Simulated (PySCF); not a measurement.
Method: PBE0 in PySCF with Si def2-TZVP, S def2-TZVP; no relativity; density-fitted integrals.

```xyz
3
charge 0 multiplicity 1, angstrom
Si    0.0000    0.0000    0.0000
S     0.0000    0.0000    1.9182
S     0.0000    0.0000   -1.9182
```

SiS₂ (singlet), along the line from Si1 (at 0) through S2 (at 1.918 Å).

Q: Tabulate the fields along this line at -0.67, -0.58, -0.48, -0.38, -0.29, -0.19, -0.10, 0.10, 0.19, 0.29, 0.38, 0.48, 0.58, 0.67, 0.77, 0.86, 0.96, 1.06, 1.15, 1.25, 1.34, 1.44, 1.53, 1.63, 1.73, 1.82, 2.01, 2.11, 2.21, 2.30, 2.40, 2.49, 2.59, 2.69, 2.78, 2.88, 2.97, 3.07 Å.

A: 
```csv
distance (Å),electron density (e/Å³),electron localisation function,electrostatic potential (V)
-0.67,0.91,0.146,36.4
-0.58,1.19,0.0772,50.3
-0.48,2.52,0.237,72.2
-0.38,7.32,0.708,111
-0.29,22.2,0.862,192
-0.19,57.8,0.775,410
-0.10,161,0.222,1250
0.10,161,0.222,1250
0.19,57.8,0.775,410
0.29,22.2,0.862,192
0.38,7.32,0.708,111
0.48,2.52,0.237,72.2
0.58,1.19,0.0772,50.3
0.67,0.91,0.146,36.4
0.77,0.903,0.442,27.7
0.86,0.968,0.707,22.7
0.96,1.06,0.786,21.1
1.06,1.15,0.78,22.9
1.15,1.25,0.706,28.6
1.25,1.34,0.487,39.2
1.34,1.47,0.174,56.6
1.44,2.07,0.0773,84.5
1.53,5.36,0.307,131
1.63,20.2,0.806,223
1.73,71.3,0.841,461
1.82,199,0.235,1410
2.01,200,0.239,1410
2.11,72.2,0.846,459
2.21,20.2,0.802,222
2.30,5.27,0.29,130
2.40,2,0.0805,83.4
2.49,1.34,0.206,55
2.59,1.09,0.583,36.7
2.69,0.879,0.805,24.7
2.78,0.674,0.861,16.7
2.88,0.496,0.863,11.4
2.97,0.355,0.844,7.77
3.07,0.249,0.812,5.35
```

On a grid of 0.10 Å the density has a local minimum along the bond near 0.77 Å from Si, at 0.90 e/Å³, where the ELF is 0.44.
